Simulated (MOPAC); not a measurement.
MOPAC input (AM1):

```
AM1 FORCE THERMO(298,298) PRECISE LET CHARGE=-1 GEO-OK AUX(PRECISION=9) THREADS=1
C2H2F

C     0.07751995 1    0.37624434 1    0.01539018 1
C     1.25657197 1   -0.23028018 1   -0.00499430 1
F    -1.11941918 1   -0.29660086 1   -0.01572382 1
H    -0.13320848 1    1.47027093 1    0.05866102 1
H     2.16700313 1    0.37747415 1    0.02253041 1
```

From the last part of the output:

```
     H    5   0.960861   4.947559   0.228936   0.100267   5.329686

          HEAT OF FORMATION =       8.857658 KCALS/MOLE

          ZERO POINT ENERGY      19.382 KCAL/MOL

           NORMAL COORDINATE ANALYSIS (Total motion = 1 Angstrom)

   Root No.       1         2         3         4         5         6         7         8

                 1 A'      1 A"      2 A'      2 A"      3 A'      4 A'      5 A'      6 A'

                 555.2     715.8     839.8     891.7    1315.0    1348.9    1788.7    2994.6

           1   -0.0786   -0.0000    0.0453    0.0000    0.0070   -0.0223    0.2908   -0.0376
           2   -0.1217    0.0000    0.0438   -0.0000    0.2389   -0.0248   -0.1090   -0.0434
           3    0.0000   -0.1171    0.0000    0.0606    0.0000    0.0000   -0.0000   -0.0000
           4   -0.0972   -0.0000   -0.0144   -0.0000   -0.1828   -0.0224   -0.2132   -0.0094
           5    0.0886    0.0000   -0.1140    0.0000   -0.0165   -0.0231    0.0190    0.0032
           6   -0.0000   -0.0098   -0.0000   -0.0684   -0.0000   -0.0000    0.0000    0.0000
           7    0.1016    0.0000   -0.0493    0.0000    0.1012   -0.0086   -0.0333    0.0003
           8    0.0053   -0.0000    0.0234   -0.0000   -0.1446    0.0571    0.0495   -0.0053
           9   -0.0000    0.0358   -0.0000    0.0031   -0.0000   -0.0000   -0.0000    0.0000
          10   -0.1384    0.0000   -0.0383   -0.0000    0.2640    0.6614    0.0045    0.4883
          11   -0.0555   -0.0000    0.0818    0.0000   -0.0349   -0.5185    0.1122    0.6612
          12    0.0000    0.3495    0.0000   -0.4167   -0.0000   -0.0000   -0.0000    0.0000
          13    0.3183    0.0000    0.5994    0.0000   -0.0771    0.0343   -0.3022    0.0651
          14    0.3496   -0.0000    0.3153   -0.0000    0.1104    0.0119    0.0265   -0.0828
          15    0.0000    0.4878    0.0000    0.4512   -0.0000    0.0000    0.0000   -0.0000

   Root No.       9

                 7 A'

                3107.8

           1   -0.0135
           2   -0.0107
           3    0.0000
           4    0.0464
           5   -0.0527
           6   -0.0000
           7   -0.0002
           8   -0.0001
           9   -0.0000
          10    0.0595
          11    0.0787
          12    0.0000
          13   -0.4490
          14    0.6786
          15    0.0000

           MASS-WEIGHTED COORDINATE ANALYSIS (NORMAL COORDINATES)

   Root No.       1         2         3         4         5         6         7         8

                 1 A'      1 A"      2 A'      2 A"      3 A'      4 A'      5 A'      6 A'

                 555.2     715.8     839.8     891.7    1315.0    1348.9    1788.7    2994.6

           1   -0.2865   -0.0000    0.1834    0.0000    0.0183   -0.0864    0.7347   -0.1521
           2   -0.4436    0.0000    0.1771   -0.0000    0.6219   -0.0959   -0.2752   -0.1755
           3    0.0000   -0.5455    0.0000    0.3030    0.0000    0.0000   -0.0000   -0.0000
           4   -0.3541   -0.0000   -0.0584   -0.0000   -0.4759   -0.0867   -0.5387   -0.0381
           5    0.3230    0.0000   -0.4615    0.0000   -0.0428   -0.0892    0.0480    0.0129
           6   -0.0000   -0.0458   -0.0000   -0.3419   -0.0000   -0.0000    0.0000    0.0000
           7    0.4657    0.0000   -0.2509    0.0000    0.3314   -0.0420   -0.1057    0.0018
           8    0.0244   -0.0000    0.1190   -0.0000   -0.4735    0.2780    0.1573   -0.0269
           9   -0.0000    0.2098   -0.0000    0.0194   -0.0000   -0.0000   -0.0000    0.0000
          10   -0.1461    0.0000   -0.0449   -0.0000    0.1990    0.7412    0.0033    0.5724
          11   -0.0586   -0.0000    0.0958    0.0000   -0.0263   -0.5812    0.0821    0.7751
          12    0.0000    0.4719    0.0000   -0.6033   -0.0000   -0.0000   -0.0000    0.0000
          13    0.3360    0.0000    0.7026    0.0000   -0.0581    0.0384   -0.2212    0.0764
          14    0.3691   -0.0000    0.3696   -0.0000    0.0832    0.0133    0.0194   -0.0971
          15    0.0000    0.6585    0.0000    0.6534   -0.0000    0.0000    0.0000   -0.0000

   Root No.       9

                 7 A'

                3107.8

           1   -0.0543
           2   -0.0430
           3    0.0000
           4    0.1871
           5   -0.2125
           6   -0.0000
           7   -0.0009
           8   -0.0004
           9   -0.0000
          10    0.0695
          11    0.0918
          12    0.0000
          13   -0.5240
          14    0.7920
          15    0.0000

          DESCRIPTION OF VIBRATIONS

 VIBRATION          1    1A'         ATOM PAIR     ENERGY CONTRIBUTION    RADIAL
 FREQUENCY           555.22         C 1 -- C 2         +36.8% (124.6%)      0.8%
 TRANSITION DIPOLE   0.8655         C 1 -- F 3         +27.5% (107.8%)      0.1%
 TRAVEL (Ang.)       0.2191         C 1 -- H 4         +18.2% ( 87.7%)     90.4%
 REDUCED MASS        2.5297         C 2 -- H 5         +17.4% ( 85.8%)     18.1%
 EFFECTIVE MASS     17.1022
 FORCE CONSTANT      0.4595

 VIBRATION          2    1A"         ATOM PAIR     ENERGY CONTRIBUTION    RADIAL
 FREQUENCY           715.84         C 1 -- H 4         +42.8% ( 76.5%)      0.0%
 TRANSITION DIPOLE   0.6574         C 2 -- H 5         +36.5% ( 70.6%)      0.0%
 TRAVEL (Ang.)       0.2651         C 1 -- F 3         +11.5% ( 39.6%)      0.0%
 REDUCED MASS        1.3402         C 1 -- C 2          +9.1% ( 35.3%)      0.0%
 EFFECTIVE MASS      3.7626
 FORCE CONSTANT      0.4046

 VIBRATION          3    2A'         ATOM PAIR     ENERGY CONTRIBUTION    RADIAL
 FREQUENCY           839.81         C 2 -- H 5         +57.5% ( 92.4%)     10.1%
 TRANSITION DIPOLE   0.6245         C 1 -- C 2         +22.2% ( 57.5%)     12.5%
 TRAVEL (Ang.)       0.2670         C 1 -- F 3         +12.2% ( 42.5%)     18.9%
 REDUCED MASS        1.1267         C 1 -- H 4          +8.1% ( 34.7%)     71.5%
 EFFECTIVE MASS      5.8094
 FORCE CONSTANT      0.4682

 VIBRATION          4    2A"         ATOM PAIR     ENERGY CONTRIBUTION    RADIAL
 FREQUENCY           891.71         C 2 -- H 5         +50.2% ( 65.1%)      0.0%
 TRANSITION DIPOLE   0.0769         C 1 -- H 4         +40.0% ( 58.2%)      0.0%
 TRAVEL (Ang.)       0.3603         C 1 -- C 2          +6.9% ( 24.1%)      0.0%
 REDUCED MASS        0.5826         C 1 -- F 3          +3.0% ( 15.9%)      0.0%
 EFFECTIVE MASS      2.3909
 FORCE CONSTANT      0.2730

 VIBRATION          5    3A'         ATOM PAIR     ENERGY CONTRIBUTION    RADIAL
 FREQUENCY          1315.03         C 1 -- F 3         +43.4% ( 86.9%)     91.0%
 TRANSITION DIPOLE   1.4984         C 1 -- C 2         +29.9% ( 72.1%)     35.6%
 TRAVEL (Ang.)       0.1062         C 1 -- H 4         +15.2% ( 51.5%)     35.0%
 REDUCED MASS        4.5469         C 2 -- H 5         +11.5% ( 44.7%)      4.5%
 EFFECTIVE MASS     14.1524
 FORCE CONSTANT      4.6328

 VIBRATION          6    4A'         ATOM PAIR     ENERGY CONTRIBUTION    RADIAL
 FREQUENCY          1348.89         C 1 -- H 4         +92.5% ( 91.9%)      1.8%
 TRANSITION DIPOLE   0.2745         C 1 -- F 3          +5.9% ( 23.1%)     58.4%
 TRAVEL (Ang.)       0.2333         C 1 -- C 2          +0.9% (  8.9%)      0.2%
 REDUCED MASS        0.9182         C 2 -- H 5          +0.8% (  8.3%)      3.2%
 EFFECTIVE MASS      2.1700
 FORCE CONSTANT      0.9843

 VIBRATION          7    5A'         ATOM PAIR     ENERGY CONTRIBUTION    RADIAL
 FREQUENCY          1788.66         C 1 -- C 2         +45.9% ( 94.7%)     93.9%
```

The dipole moment of an ion depends on the origin.
